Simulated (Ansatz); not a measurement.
**How far each method lies from UCCSDT(Q) for HB–NH2, doublet**

Geometry: a point of a stretch scan, not a stationary point.

```xyz
5

B     0.0000   -0.2131    0.9689
N     0.0000    0.0920   -0.6995
H     0.0000    0.6245    1.8216
H     0.0000    1.0203   -1.0997
H     0.0000   -0.6374   -1.3934
```

Basis cc-pVDZ; Ansatz 0.2.0. Only valence electrons are correlated (noble-gas cores frozen), which leaves 11 electrons in 41 orbitals. R marks a restricted (for open shells ROHF) determinant, U an unrestricted one. Active spaces: pair = (3e, 3o) about the gap.

Full CI isn't at hand for all of this; UCCSDT(Q) serves as the reference, and is uncertain by about the last step of the cluster series. The frozen core follows each run's orbitals, which can shift R against U totals by a few meV.

For open shells CISD is restricted-active-space CI with the open shells as a complete middle space.

The UHF ⟨S²⟩ is 0.756 and the T1 diagnostic (RCCSD) is 0.0278. The largest doubles amplitude (RCCSD) is 0.063. The T1 diagnostic (UCCSD) is 0.0249.

Question: From what is known of these methods and the diagnostics, rank them by the size of their error in total energy against UCCSDT(Q) in cc-pVDZ, smallest first (an estimate: the text doesn't fix the numbers).
A. MRCISD+Q (pair space)
B. CISD
C. RCCSD
D. BCCD(T)
E. MRCISD (pair space)

Answer: D (1.13 kcal/mol), A (2.77 kcal/mol), C (6.31 kcal/mol), E (16.41 kcal/mol), B (18.50 kcal/mol).

All errors are against UCCSDT(Q) in cc-pVDZ. Within each family the higher level lies nearer, as is usual though not guaranteed.
